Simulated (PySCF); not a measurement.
**One elementary step**

Start structure (H3O2, doublet), relaxed at PBE0-D4/def2-TZVP:

```json
{"atom": "H1", "x (Å)": "-0.2140", "y (Å)": "-1.2905", "z (Å)": "1.3109"}
{"atom": "H2", "x (Å)": "-0.1710", "y (Å)": "-1.6611", "z (Å)": "1.9584"}
{"atom": "O3", "x (Å)": "-0.2771", "y (Å)": "0.0708", "z (Å)": "-1.0128"}
{"atom": "O4", "x (Å)": "0.3048", "y (Å)": "1.2061", "z (Å)": "-0.7229"}
{"atom": "H5", "x (Å)": "0.3892", "y (Å)": "1.6838", "z (Å)": "-1.5687"}
```

The step: HO₂ ([O][OH]) + H₂ → H₂O₂ ([OH][OH]) + H; bonds formed: H1–O3; bonds broken: H1–H2. Computed with PySCF 2.14 with density fitting (its default auxiliary sets; JK sets also for MP2 and CCSD(T)) (basis: def2-TZVPP and def2-QZVPP); correlated methods freeze the cores; orbitals are unrestricted. Extrapolation: Hartree–Fock as exp(−7.88 √X), correlation as X^−2.97. Energies below are by CCSD(T) at an estimated basis limit (MP2 extrapolated from triple and quadruple zeta, plus CCSD(T) − MP2 in triple zeta).

What are the electronic barrier and the energy of the step, from the start structure to the end structure? (An estimate is asked for; the value comes from the calculation.)

Computed: Barrier 99.9 kJ/mol; step energy 61.0 kJ/mol (uphill); reverse barrier, their difference, 38.8 kJ/mol. Barrier and step energy count from the start structure, the reverse barrier from the end structure.

The saddle point: One imaginary mode of 1513i cm⁻¹.
```json
{"pair": "H1–O3", "start (Å)": "2.69", "saddle (Å)": "1.08", "end (Å)": "0.97"}
{"pair": "H1–H2", "start (Å)": "0.75", "saddle (Å)": "1.06", "end (Å)": "2.38"}
```

Zero-point energy (harmonic, PBE0-D4): ZPE is 68.6 kJ/mol at the start and 63.7 kJ/mol at the saddle, so the barrier goes from 99.9 to 94.9 kJ/mol.

The T1 diagnostic stays at or below 0.030. ⟨S²⟩ of the unrestricted Hartree–Fock references: 0.75 to 0.78 (a pure state has 0.75).

Labels in which every atom is bracketed show which atoms are joined, not bond orders.

For scale, one of the runs: CCSD(T)/def2-TZVPP, 104 basis functions, launched by `OMP_NUM_THREADS=4 python run.py`. Hardware: 4 CPU threads of a Oxide Virtual Turin-like, shared host. Wall time about 89 s.
